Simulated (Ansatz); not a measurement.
bcc Ba was calculated with PBE in Ansatz (plane waves, PAW).

Settings: plane-wave cutoff 520 eV, 18×18×18 k mesh, Fermi–Dirac smearing 0.1 eV, perturbation theory, force constants from a 6×6×6 q mesh, scalar-relativistic PAW data made under PBE.

Computed at the level's own relaxed cell.

```xyz
1
Lattice="-2.5107 2.5107 2.5107 2.5107 -2.5107 2.5107 2.5107 2.5107 -2.5107" Properties=species:S:1:pos:R:3 pbc="T T T"
Ba     0.0000     0.0000     0.0000
```

Harmonic phonon frequencies (cm⁻¹; i marks an imaginary mode):

```tsv
q point	frequencies
N	[?]
H	73 73 73
```

Problem. Fill in the missing entries.

Solution. 
- N, frequencies: 23 51 73

No imaginary mode appears at these points.

Ansatz is an electronic-structure program.
